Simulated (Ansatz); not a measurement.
Rock-salt TiC was calculated with PBE-D4 in Ansatz (PAW).

Output (set-up and result lines):

```
Crystal: 2 atoms, lattice volume = 20.742 Å³
Basis set: ecut = 520 eV, 537 PW (Γ), exchange–correlation on 48×48×48 points (8 copies of the dense FFT grid, shifted against one another)
Bands: 12, of which v1, the nominal top of the filled ones, is band 8 counted from 1 (7 counted from 0)
Symmetry: 48 space group operations
Space group: Fm-3m (ITA 225), of the structure as read, at distance tolerance 2.7e-5 Å
k-points: 328 of 10648
Functional: x = pbe(κ = 0.804, μ = 0.2195149727645171), c = pbe(β = 0.06672455060314922)
SCF iter   1: F=—  HF=-2752.810628 eV  |F-HF|=—  |Δ(HF+E_count)|=         —  Δρ=3.64e-3  dr2=1.67e-3
SCF iter   2: F=—  HF=-2752.810291 eV  |F-HF|=—  |Δ(HF+E_count)|=   3.37e-4  Δρ=2.27e-3  dr2=7.82e-4
  ...
SCF iter   5: F=—  HF=-2752.810205 eV  |F-HF|=—  |Δ(HF+E_count)|=   9.72e-9  Δρ=7.38e-6  dr2=9.90e-9
SCF iter   6: F=-2752.810205 eV  HF=-2752.810205 eV  |F-HF|=4.18e-11  |Δ(HF+E_count)|=   1.94e-9  Δρ=6.80e-7  dr2=7.14e-11
SCF 1 converged in 6 iterations: F = -2752.810205 eV  dr2 = 7.14e-11
SCF converged after 6 iterations
Free energy (F): -2752.810205 eV
Internal energy: -2752.807827 eV  (E = F + TS)
E sigma→0 (E₀):  -2752.809016 eV
Fermi energy:    14.336457 eV
--- Forces (eV/Å), atoms counted from 1 ---
  atom   1  Ti    -0.00000000     0.00000000     0.00000000
  atom   2  C      0.00000000    -0.00000000     0.00000000
--- Stress (GPa, compression-positive) ---
       -9.381271       0.000000       0.000000
       -0.000000      -9.381271      -0.000000
       -0.000000       0.000000      -9.381271
  P = ⅓ Tr σ = -9.3813 GPa (-93.813 kbar)
```

Question: Write an input file that could have produced this run (the log leaves some choices open).

Answer: This is not unique; one that fits is 
Ansatz 0.2 input:
```yaml
crystal:
  lattice:
    - [0.0, 2.1807699991, 2.1807699991]
    - [2.1807699991, 0.0, 2.1807699991]
    - [2.1807699991, 2.1807699991, 0.0]
  atoms:
    - { symbol: Ti, position: [0.0, 0.0, 0.0] }
    - { symbol: C, position: [0.5, 0.5, 0.5] }
basis:
  ecutwfc: 520
  ecutrho_ratio: 4
  xc_grid: 2
kpoints:
  mp_grid: { grid: [22, 22, 22] }
hamiltonian:
  xc: pbe
  dispersion: d4
  pseudopotentials: { kind: paw }
scf:
  occupations: { method: fermi_dirac, width: 0.05 }
  convergence: { dr2_threshold: 0.0000000002 }
output:
  forces: true
  stress: true
  eigenvalues: true
```

The cell is one volume of an energy–volume scan, off the minimum.

The result took very roughly 5 core-seconds.

Ansatz is an electronic-structure program.
